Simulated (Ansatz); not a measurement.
Steps of a relaxation of C3H7NS, SMILES `CN1CSC1` with RKS PBE-D4/def2-SVP.

```sh
$ ansatz run in.yaml --threads 4 --pin off --events-out ev --progress --plain --max-ram 10444MiB
```

```yaml
crystal:
  periodic: [false, false, false]
  atoms:
    - {symbol: C, position_ang: [-1.049500, 0.402100, 0.679200]}
    - {symbol: N, position_ang: [0.085900, -0.376300, 0.475600]}
    - {symbol: C, position_ang: [1.212500, 0.464400, 0.115000]}
    - {symbol: S, position_ang: [1.913900, -0.940600, -0.851100]}
    - {symbol: C, position_ang: [0.028700, -1.090400, -0.824900]}
    - {symbol: H, position_ang: [-1.976700, -0.175300, 0.811500]}
    - {symbol: H, position_ang: [-1.276500, 1.120900, -0.170800]}
    - {symbol: H, position_ang: [-0.952600, 1.076100, 1.563100]}
    - {symbol: H, position_ang: [1.876900, 0.759200, 1.021900]}
    - {symbol: H, position_ang: [1.043600, 1.358400, -0.448500]}
    - {symbol: H, position_ang: [-0.480500, -0.560600, -1.612200]}
    - {symbol: H, position_ang: [-0.348800, -2.093000, -0.724800]}
basis:
  gaussian: {orbitals: def2-SVP}
hamiltonian: {xc: pbe, dispersion: d4}
relax: {f_tol: 0.03, max_steps: 200}
```

Positions (Å) and forces (eV/Å) along the path, 5 of 5 steps:

```xyz
12
step=1 energy=-15531.3244 eV
C    -1.050    0.402    0.679   -2.193    2.056    0.508
N     0.086   -0.376    0.476   -0.111    0.246   -1.247
C     1.212    0.464    0.115    2.670   -1.633    2.857
S     1.914   -0.941   -0.851   -0.246    0.136   -1.123
C     0.029   -1.090   -0.825    2.043   -0.471    1.877
H    -1.977   -0.175    0.811   -0.156   -0.395    0.179
H    -1.276    1.121   -0.171    0.078   -0.207    0.059
H    -0.953    1.076    1.563    0.071   -0.276    0.086
H     1.877    0.759    1.022   -0.756   -0.308   -0.989
H     1.044    1.358   -0.449   -0.651    1.153   -1.128
H    -0.480   -0.561   -1.612   -0.420    0.824   -1.029
H    -0.349   -2.093   -0.725   -0.330   -1.125   -0.051
12
step=2 energy=-15531.8106 eV
C    -1.122    0.475    0.675   -0.739    0.697    0.121
N     0.044   -0.308    0.429    0.594   -0.407   -0.749
C     1.274    0.437    0.145    0.469   -0.377    0.789
S     1.918   -0.886   -0.990   -0.524    0.042    0.135
C     0.062   -1.131   -0.809    0.608    0.454    0.720
H    -2.020   -0.154    0.849    0.098   -0.150   -0.030
H    -1.386    1.194   -0.157    0.084   -0.123    0.064
H    -1.001    1.094    1.596    0.107   -0.140   -0.106
H     1.918    0.664    1.044   -0.261   -0.197   -0.379
H     1.117    1.379   -0.411   -0.144    0.406   -0.283
H    -0.459   -0.647   -1.658   -0.231    0.065   -0.282
H    -0.269   -2.173   -0.679   -0.061   -0.271    0.000
12
step=3 energy=-15531.8579 eV
C    -1.136    0.494    0.663   -0.270    0.161    0.087
N     0.044   -0.287    0.408    0.300   -0.224   -0.352
C     1.290    0.441    0.159   -0.095   -0.071   -0.030
S     1.899   -0.865   -1.013   -0.253    0.014    0.105
C     0.063   -1.130   -0.801    0.231    0.315    0.260
H    -2.012   -0.168    0.837    0.070   -0.013   -0.038
H    -1.405    1.208   -0.165    0.039   -0.045    0.013
H    -1.002    1.092    1.591    0.029   -0.025   -0.043
H     1.931    0.616    1.051   -0.015   -0.049   -0.020
H     1.140    1.411   -0.384    0.026    0.022    0.029
H    -0.492   -0.680   -1.665   -0.049   -0.091    0.003
H    -0.244   -2.186   -0.649   -0.012    0.006   -0.016
12
step=4 energy=-15531.8586 eV
C    -1.151    0.512    0.649    0.181   -0.165   -0.088
N     0.040   -0.260    0.375   -0.009    0.181    0.186
C     1.291    0.442    0.157    0.264    0.231    0.184
S     1.874   -0.822   -1.064    0.025    0.004    0.038
C     0.072   -1.114   -0.790   -0.391   -0.472   -0.304
H    -1.996   -0.186    0.816   -0.085    0.076    0.027
H    -1.427    1.219   -0.178   -0.024    0.002    0.013
H    -1.000    1.099    1.577   -0.065    0.022    0.023
H     1.931    0.530    1.063    0.038    0.069   -0.051
H     1.187    1.451   -0.324   -0.016   -0.002    0.024
H    -0.541   -0.749   -1.658    0.032    0.018    0.026
H    -0.203   -2.177   -0.590    0.050    0.036   -0.076
12
step=5 energy=-15531.8700 eV
C    -1.143    0.504    0.650    0.023   -0.005   -0.010
N     0.046   -0.271    0.390   -0.011    0.008    0.005
C     1.295    0.447    0.163    0.013    0.003   -0.018
S     1.872   -0.828   -1.053    0.015   -0.007   -0.005
C     0.061   -1.125   -0.792    0.013   -0.006   -0.019
H    -2.004   -0.176    0.813   -0.015    0.018    0.002
H    -1.408    1.212   -0.182   -0.012   -0.003    0.018
H    -1.007    1.097    1.578   -0.020    0.006   -0.003
H     1.945    0.557    1.058    0.011    0.012    0.002
H     1.171    1.447   -0.329   -0.001   -0.005    0.022
H    -0.541   -0.732   -1.653   -0.009   -0.010    0.015
H    -0.210   -2.188   -0.610   -0.006   -0.009   -0.010
```

It took 8 s on 4 threads of an Arm Neoverse V1 on a shared host, with 0.15 GiB of host memory at the peak.
